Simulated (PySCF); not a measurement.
Gas-phase reaction: 2 SiH2Cl + Cl2 ⇌ 2 SiH2Cl2

Computed with PySCF (xtb for GFN2) and rigid-rotor harmonic-oscillator thermochemistry at 1 bar. † marks an energy on the PBE0/def2-TZVP geometry and frequencies; other levels use their own. CCSD(T) freezes the core. Open shells (unrestricted): SiH2Cl (multiplicity 2); the rest are closed-shell singlets. GFN2 has no spin-polarisation term. SiH2Cl: computed as isolated molecules; such fragments, hydroxides, amides, oligomers or adducts are transient or little studied in the gas. CCSD(T) isn't extrapolated to the basis-set limit; its ΔH°(298 K) is -669.3 kJ in def2-SVP and -680.1 kJ in def2-TZVPP. The harmonic model lacks anharmonicity and excited electronic states, which grow with temperature; levels with a mode under 35 cm⁻¹ are left out.

| level | ΔE electronic, kJ | ΔH°(298 K), kJ | ΔS°(298 K), J/K | ΔG°(2000 K), kJ |
|---|---|---|---|---|
| BLYP/def2-TZVP† | -627 | -614 | -173 | -278 |
| CCSD(T)/def2-TZVPP† | -693 | -680 | -173 | -344 |
| GFN2-xTB | -631 | -622 | -169 | -297 |
| HF/def2-TZVP† | -634 | -621 | -173 | -285 |
| M06-2X/def2-TZVP† | -683 | -671 | -173 | -334 |
| PBE/def2-TZVP† | -642 | -630 | -173 | -293 |
| PBE0/def2-QZVP† | -664 | -651 | -173 | -315 |
| PBE0/def2-SVP† | -676 | -664 | -173 | -328 |
| r2SCAN/def2-TZVP† | -672 | -659 | -173 | -323 |
| ωB97M-V/def2-TZVP† | -705 | -692 | -173 | -356 |
ΔH° is lowest at ωB97M-V/def2-TZVP† and highest at BLYP/def2-TZVP†. No reference value is set beside these.
